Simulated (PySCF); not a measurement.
Fractional electron number in B (boron, neutral)

The 2p alpha orbital of [He] 2s2 2p1 is emptied in steps (occupation f), with all orbitals relaxed, ending at [He] 2s2. Calculation: PySCF 2.14, in def2-TZVPPD; the non-relativistic Hamiltonian (point nucleus). The exact energy is a straight line in f; departures are measured from the line between the end points of the same method.

```
  f  UHF (eV)  LDA (eV)  PBE (eV)  PBE0 (eV)  r2SCAN (eV)  LC-wPBE (eV)  BHandHLYP (eV)  wB97X (eV)  M06-2X (eV)  MN15 (eV)
  1     0.000     0.000     0.000      0.000        0.000         0.000           0.000       0.000        0.000      0.000
0.8     0.097    -0.739    -0.733     -0.529       -0.673        -0.089          -0.333      -0.127       -0.354     -0.429
0.6     0.141    -1.125    -1.113     -0.799       -1.011        -0.133          -0.500      -0.192       -0.549     -0.652
0.4     0.136    -1.138    -1.123     -0.802       -1.011        -0.132          -0.501      -0.191       -0.564     -0.660
0.2     0.088    -0.766    -0.752     -0.535       -0.673        -0.086          -0.333      -0.126       -0.383     -0.448
  0     0.000     0.000     0.000      0.000        0.000         0.000           0.000       0.000        0.000      0.000
```

```tsv
method	E(f=0) − E(f=1) (eV)	−ε at f=1 (eV)	−ε at f=0.4 (eV)
UHF	8.042	8.674	7.907
LDA	8.638	4.097	9.525
PBE	8.670	4.153	9.566
PBE0	8.646	5.366	9.304
r2SCAN	8.767	4.576	9.612
LC-wPBE	8.765	8.215	8.884
BHandHLYP	8.573	6.504	8.992
wB97X	8.510	7.723	8.675
M06-2X	8.300	6.153	8.703
MN15	8.214	5.562	8.716
```

Orbital energy along the path (eV):

```tsv
f	UHF	LDA	PBE	PBE0	r2SCAN	LC-wPBE	BHandHLYP	wB97X	M06-2X	MN15
1	-8.674	-4.097	-4.153	-5.366	-4.576	-8.215	-6.504	-7.723	-6.153	-5.562
0.8	-8.389	-5.810	-5.873	-6.641	-6.234	-8.430	-7.319	-8.027	-6.915	-6.579
0.6	-8.136	-7.625	-7.684	-7.959	-7.923	-8.656	-8.152	-8.348	-7.758	-7.631
0.4	-7.907	-9.525	-9.566	-9.304	-9.612	-8.884	-8.992	-8.675	-8.703	-8.716
0.2	-7.699	-11.482	-11.482	-10.657	-11.299	-9.099	-9.829	-8.994	-9.710	-9.847
0	-7.508	-13.450	-13.362	-11.971	-12.960	-9.283	-10.643	-9.277	-10.733	-11.093
```

Reference removal energy between the ground levels: 8.298 eV (measured; NIST Atomic Spectra Database, ionization energies). The calculation has no spin-orbit coupling. UHF lacks correlation.
